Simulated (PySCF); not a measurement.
**Worked example: building the atomization energy of ClF, singlet**

Measured: the G2/97 heats of formation, with zero-point and thermal terms from B3LYP taken off, give an electronic atomization energy of 61.3 kcal/mol (Curtiss et al., J. Chem. Phys. 106, 1063 (1997); Staroverov et al., J. Chem. Phys. 119, 12129 (2003)). The calculation below tries to reproduce it.

Geometry (MP2(full)/6-31G*, from the G2/97 set):

| atom | x (Å) | y (Å) | z (Å) |
| --- | --- | --- | --- |
| F | 0.0000 | 0.0000 | 0.0000 |
| Cl | 0.0000 | 0.0000 | 1.6591 |

Atomization energies (atoms less molecule, kcal/mol) from PySCF 2.14.0, frozen cores, restricted molecule, unrestricted atoms (their steps beyond CCSDT from full CI of the atoms), sets cc-pV(D+d)Z, cc-pV(T+d)Z, cc-pV(Q+d)Z:

```csv
level,DZ,TZ,QZ
HF,-0.14,5.90,6.92
CCSD(T),44.43,55.82,59.61
CCSDT,44.50,55.61,–
CCSDT(Q),44.94,–,–
```

Question: Extrapolate Hartree–Fock with exp(−5.46 √X) and the CCSD(T) correlation part with X⁻³ (X = 3, 4), add each higher step from the largest set that has it, and compare with the measured value.

Answer: Hartree–Fock: 6.92 + (6.92 − 5.90) × 0.301 = 7.23.
Correlation: TZ 49.92, QZ 52.69; (64 × 52.69 − 27 × 49.92) / 37 = 54.71.
Full triples (TZ): 55.61 − 55.82 = -0.21.
(Q) (DZ): 44.94 − 44.50 = 0.44.
Sum: 62.2 kcal/mol, 0.9 above the measured 61.3.

The steps beyond CCSD(T) add 0.23 kcal/mol, while going from QZ to the limit adds 2.33. Core correlation, scalar relativity, spin–orbit terms and the relaxation from this MP2 geometry are missing from the sum, and the measured value has its own uncertainty.
